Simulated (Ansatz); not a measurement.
A made-up structure of CH$_{4}$S, closed shell:

```json
{"atom": "C1", "x (Å)": "-0.1175", "y (Å)": "-0.2279", "z (Å)": "-0.3043"}
{"atom": "S2", "x (Å)": "0.5203", "y (Å)": "-0.1340", "z (Å)": "1.1201"}
{"atom": "H3", "x (Å)": "-1.2271", "y (Å)": "0.1455", "z (Å)": "-0.3313"}
{"atom": "H4", "x (Å)": "-0.0225", "y (Å)": "-1.2819", "z (Å)": "-0.3040"}
{"atom": "H5", "x (Å)": "0.5254", "y (Å)": "0.3034", "z (Å)": "-1.1264"}
{"atom": "H6", "x (Å)": "0.3215", "y (Å)": "1.1950", "z (Å)": "0.9459"}
```

It is relaxed with PBE-D4/def2-SVP and then PBE0-D4/def2-TZVP (Ansatz 0.2.0). Atoms count as bonded within 1.22 times the sum of their covalent radii (H–H: 0.88 Å). The end point is not checked to be a true minimum.

(1) Does its bonding change? (Judge from chemistry; the calculation decides.)

## Answers

(1) Computed: No: no bond forms or breaks.

Where it ends: The first stage lowers the energy by 1.93 eV in 7 steps. It ends as CH₄S ([CH3][SH]):
C1  (-0.145, -0.283, -0.375)
S2  (0.565, 0.043, 1.254)
H3  (-1.184, 0.040, -0.430)
H4  (-0.109, -1.364, -0.511)
H5  (0.439, 0.186, -1.166)
H6  (0.433, 1.378, 1.229)
(Å)

Labels in which every atom is bracketed show which atoms are joined, not bond orders.

For scale, one of the runs: PBE0-D4/def2-TZVP relaxation, 92 basis functions, launched by `ansatz run in.yaml --threads 2 --pin off --events-out ev --progress --plain --max-ram 4352MiB`. The run took about 3.3 s on 2 CPU threads of an Intel Xeon 6975P-C (shared host).
